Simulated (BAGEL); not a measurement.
# [H2PO4]− (dihydrogen phosphate): B3LYP/def2-SVP (density fitting with qzvpp-jkfit)

What is the energy change on altering one bond length of [H2PO4]− (dihydrogen phosphate) at B3LYP/def2-SVP (density fitting with qzvpp-jkfit)? 

Program for the calculation: BAGEL 1.2.2.

6 further runs of the same task are left out: 6 that didn't finish.

## Step 1: The molecule

[H2PO4]−: 7 atoms, total charge -1, spin state singlet. SMILES: `O=P([O-])(O)O`. Geometry: relaxed at GFN2-xTB. This is one conformer, not always the lowest.

Bond lengths: O1–P2 1.485 Å, P2–O3 1.485 Å, P2–O4 1.671 Å, P2–O5 1.670 Å, O4–H6 0.952 Å, O5–H7 0.953 Å. Angles: O1–P2–O3 124.2°, O1–P2–O4 108.6°, O1–P2–O5 106.9°, O3–P2–O4 106.9°, O3–P2–O5 108.7°, O4–P2–O5 98.7°, P2–O4–H6 99.9°, P2–O5–H7 99.8°.

## Step 2: A single-point energy at B3LYP/def2-SVP (density fitting with qzvpp-jkfit)

Contents of dft.json:

```json
{ "bagel" : [

{
  "title" : "molecule",
  "basis" : "svp",
  "df_basis" : "qzvpp-jkfit",
  "angstrom" : "true",
  "geometry" : [
    { "atom" : "O", "xyz" : [    0.569870,   -1.598300,    0.412200 ] },
    { "atom" : "P", "xyz" : [   -0.162430,   -0.414470,   -0.104690 ] },
    { "atom" : "O", "xyz" : [   -1.397170,   -0.490890,   -0.926100 ] },
    { "atom" : "O", "xyz" : [   -0.493680,    0.608230,    1.175230 ] },
    { "atom" : "O", "xyz" : [    0.954420,    0.535630,   -0.904830 ] },
    { "atom" : "H", "xyz" : [   -1.221940,    1.100170,    0.808200 ] },
    { "atom" : "H", "xyz" : [    1.750940,    0.259620,   -0.460020 ] }
  ]
},
{
  "title" : "ks",
  "xc_func" : "b3lyp",
  "charge" : -1
},
{
  "title" : "print",
  "file" : "orbitals.molden",
  "orbitals" : "true"
}

]}
```

Launch:

```console
$ BAGEL_NUM_THREADS=1 BAGEL dft.json > dft.out
```

What it wrote:

```text
* using 1 threads per process

  ===============================================================
  ===============================================================

  *** Geometry ***

  { "atom" : "O", "xyz" : [      1.076898,     -3.020349,      0.778945 ] },
  { "atom" : "P", "xyz" : [     -0.306948,     -0.783235,     -0.197835 ] },
  { "atom" : "O", "xyz" : [     -2.640269,     -0.927648,     -1.750075 ] },
  { "atom" : "O", "xyz" : [     -0.932920,      1.149388,      2.220863 ] },
  { "atom" : "O", "xyz" : [      1.803592,      1.012194,     -1.709881 ] },
  { "atom" : "H", "xyz" : [     -2.309132,      2.079020,      1.527277 ] },
  { "atom" : "H", "xyz" : [      3.308797,      0.490611,     -0.869312 ] },

  Number of auxiliary basis functions:      472

  Since a DF basis is specified, we compute 2- and 3-index integrals:
    o Being stored without compression. Storage requirement is 0.027 GB

  Number of basis functions:       84
  Number of electrons      :       49

    * METHOD: MOLECULE                             0.22

  *** Kohn-Sham DFT ***

    * Removing 13605 points whose weight is below 1.00e-10
    * Grid points: 90737

  === Nuclear Repulsion ===
   266.8246542331

       - DIIS with orbital gradients will be used.

  === KS iteration (b3lyp / svp) ===
      0       -605.70519528          0.17352431           0.41
      1       -596.63631962          0.18500481           0.47
      2       -572.25949567          0.18838307           0.38
      3       -633.78872834          0.12454907           0.39
      4       -642.43631002          0.03773771           0.39
      5       -642.86399427          0.02791453           0.38
      6       -643.25258194          0.00439977           0.38
      7       -643.26024258          0.00179937           0.40
      8       -643.26153248          0.00053840           0.39
      9       -643.26168437          0.00011451           0.39
     10       -643.26168928          0.00005951           0.39
     11       -643.26169079          0.00003031           0.38
     12       -643.26169123          0.00000586           0.39
     13       -643.26169124          0.00000289           0.38
     14       -643.26169124          0.00000045           0.38
     15       -643.26169124          0.00000027           0.38
     16       -643.26169124          0.00000007           0.38
     17       -643.26169124          0.00000006           0.39
     18       -643.26169124          0.00000001           0.39
    * SCF iteration converged.

    * Permanent dipole moment:
           (   -0.404425,    -1.039223,    -0.262745) a.u.

    * METHOD: KS                                   8.04

    * METHOD: PRINT                                0.03

  ===============================================================
```

It took 8.7 s on 1 thread of AMD EPYC 7B13 (Zen 3), shared host; peak memory 0.38 GiB.

## Step 3: The distorted shape, same level

Contents of calc.json:

```json
{ "bagel" : [

{
  "title" : "molecule",
  "basis" : "svp",
  "df_basis" : "qzvpp-jkfit",
  "angstrom" : "true",
  "geometry" : [
    { "atom" : "O", "xyz" : [    0.330902,   -1.515493,    0.278750 ] },
    { "atom" : "P", "xyz" : [   -0.401398,   -0.331663,   -0.238140 ] },
    { "atom" : "O", "xyz" : [   -1.636138,   -0.408083,   -1.059550 ] },
    { "atom" : "O", "xyz" : [   -0.732648,    0.691037,    1.041780 ] },
    { "atom" : "O", "xyz" : [    0.715452,    0.618437,   -1.038280 ] },
    { "atom" : "H", "xyz" : [   -1.460908,    1.182977,    0.674750 ] },
    { "atom" : "H", "xyz" : [    1.750940,    0.259620,   -0.460020 ] }
  ]
},
{ "title" : "ks", "xc_func" : "b3lyp", "charge" : -1 },
{ "title" : "print", "file" : "orbitals.molden", "orbitals" : "true" }

]}
```

Launch:

```console
$ BAGEL_NUM_THREADS=1 BAGEL calc.json > calc.out
```

What it wrote:

```text
* using 1 threads per process

  ===============================================================
  ===============================================================

  *** Geometry ***

  { "atom" : "O", "xyz" : [      0.625314,     -2.863867,      0.526761 ] },
  { "atom" : "P", "xyz" : [     -0.758532,     -0.626752,     -0.450019 ] },
  { "atom" : "O", "xyz" : [     -3.091853,     -0.771165,     -2.002259 ] },
  { "atom" : "O", "xyz" : [     -1.384504,      1.305871,      1.968679 ] },
  { "atom" : "O", "xyz" : [      1.352008,      1.168677,     -1.962065 ] },
  { "atom" : "H", "xyz" : [     -2.760716,      2.235503,      1.275093 ] },
  { "atom" : "H", "xyz" : [      3.308797,      0.490611,     -0.869312 ] },

  Number of auxiliary basis functions:      472

  Since a DF basis is specified, we compute 2- and 3-index integrals:
    o Being stored without compression. Storage requirement is 0.027 GB

  Number of basis functions:       84
  Number of electrons      :       49

    * METHOD: MOLECULE                             0.24

  *** Kohn-Sham DFT ***

    * Removing 13308 points whose weight is below 1.00e-10
    * Grid points: 91034

  === Nuclear Repulsion ===
   265.3028138933

       - DIIS with orbital gradients will be used.

  === KS iteration (b3lyp / svp) ===
      0       -601.55713299          0.17388748           0.41
      1       -587.55890677          0.18032445           0.70
      2       -582.63827731          0.18399505           0.40
      3       -632.91785030          0.11061648           0.42
      4       -633.21328220          0.10027640           0.40
      5       -642.84177971          0.02664533           0.42
      6       -643.12371879          0.01410685           0.41
      7       -643.18612345          0.00864249           0.41
      8       -643.21670717          0.00361406           0.41
      9       -643.22168565          0.00179093           0.42
     10       -643.22324254          0.00025285           0.40
     11       -643.22325792          0.00016737           0.41
     12       -643.22327034          0.00007841           0.41
     13       -643.22327350          0.00001266           0.42
     14       -643.22327353          0.00001014           0.43
     15       -643.22327355          0.00000647           0.42
     16       -643.22327357          0.00000111           0.41
     17       -643.22327357          0.00000090           0.41
     18       -643.22327357          0.00000038           0.42
     19       -643.22327357          0.00000020           0.40
     20       -643.22327357          0.00000005           0.39
     21       -643.22327357          0.00000003           0.40
     22       -643.22327357          0.00000003           0.41
     23       -643.22327357          0.00000001           0.40
    * SCF iteration converged.

    * Permanent dipole moment:
           (   -0.424328,    -1.010312,    -0.291189) a.u.

    * METHOD: KS                                  10.68

    * METHOD: PRINT                                0.03

  ===============================================================
```

Run time: 11 s. Hardware: 1 thread of AMD EPYC 7B13 (Zen 3), shared host; peak memory 0.39 GiB.

## Step 4: Summary of results

Level: B3LYP/def2-SVP (density fitting with qzvpp-jkfit).

| quantity | value |
| --- | --- |
| first shape: total energy | -643.26169 Eh |
| first shape: HOMO energy | -1.35 eV |
| first shape: LUMO energy | 6.23 eV |
| first shape: HOMO–LUMO gap (to an unbound level, set by the basis) | 7.58 eV |
| distorted shape: total energy | -643.22327 Eh |
| distorted shape: HOMO energy | -1.31 eV |
| distorted shape: LUMO energy | 4.38 eV |
| distorted shape: HOMO–LUMO gap (to an unbound level, set by the basis) | 5.68 eV |
| energy change with the O5–H7 bond stretched from 0.953 to 1.239 Å | 1.045 eV |

**Reading.** With the O5–H7 bond stretched from 0.953 to 1.239 Å the energy rises by 1.05 eV (24 kcal/mol). The first shape isn't relaxed at this level, so the change isn't measured from a minimum.
